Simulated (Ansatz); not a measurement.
# AlSiH (singlet): the correlation ladder at scale of all distances = 1.121, cc-pVTZ

The task here is to estimate one member of a computed series from the others.

Method: cc-pVTZ, core rule «outside noble gas», up to 10 orbitals frozen; program: Ansatz 0.2.0, Gaussian basis.

To be run: UHF; CCSD(T) on RHF; CCSD(T) on UHF; BCCD(T) on RHF; CISD; CCSDT(Q) on RHF; CASSCF and NEVPT2, 8 electrons in 9 orbitals.

19 further runs of the same task are left out: 2 for a known fault of the program, 14 that didn't finish, 3 set aside as unsound or not needed.

**What is computed**

The geometry derives from a PBE0/def2-TZVP stationary point (not a proven minimum). All distances are scaled together.

3 atoms, charge 0, spin multiplicity 1.

Atoms are counted from 1 here; the program's logs count them from 0.

Bond lengths: Si1–Al2 2.639 Å, Al2–H3 1.788 Å. Angles: Si1–Al2–H3 180.0°.

Set-up of the first run:

in.yaml reads:

```yaml
crystal:
  periodic: [false, false, false]
  atoms:
    - {symbol: Si, position_ang: [0.000000, 0.000000, 2.355002]}
    - {symbol: Al, position_ang: [0.000000, 0.000000, -0.283612]}
    - {symbol: H, position_ang: [0.000000, 0.000000, -2.071390]}
basis:
  gaussian: {orbitals: cc-pVTZ}
magnetization: {spin_polarized: true, initial_magnetization: 0}
hamiltonian: {xc: hf}
output: {orbitals: {seedname: orbitals}}
```

The run is started by

```console
$ ansatz run in.yaml --threads 1 --pin off --events-out ev --progress --plain --max-ram 2393MiB
```

Among the steps run: UHF; CCSD(T) on RHF; CCSD(T) on UHF; BCCD(T) on RHF; CISD; CCSDT(Q) on RHF; CASSCF and NEVPT2, 8 electrons in 9 orbitals.

One table of the session follows, with a row left open; its other results are not shown here.

```
        method  from RCCSDT(Q) (meV)
           RHF               +5822.3
           UHF               +4811.5
          RMP2               +1478.3
          UMP2               +1006.9
          CISD               +1023.0
         RCCSD                +517.8
         UCCSD                 +55.8
      RCCSD(T)                +192.0
      UCCSD(T)                -240.0
       BCCD(T)                     ?
        RCCSDT                 +89.5
     RCCSDT(Q)                     0
CASSCF valence               +3368.8
NEVPT2 valence               +1014.9
```

Q: Estimate the row for BCCD(T) from the others.

**Answer.** from RCCSDT(Q) (meV): +193.2. In the column «from RCCSDT(Q) (meV)» it lies between RCCSD(T) (+192.0) and RCCSD (+517.8).

The program flags UCCSD(T), RCCSDT(Q) as in doubt (see the logs), so the zero of the table is itself unsure.

To keep in mind: The determinant is far from a pure spin state, so its energy mixes those of several spin states (harmless only where they are near-degenerate, as at dissociation). The report flags that the cluster equations may have other roots. The program flags UCCSD(T), RCCSDT(Q) as in doubt, so the zero of the table is itself unsure. Warnings: restricted reference is unstable; spin contamination; large T1 diagnostic. Restricted and unrestricted rows rest on different reference determinants; where their highest levels disagree by more than a few hundredths of an eV, they describe different states and don't form one ladder.
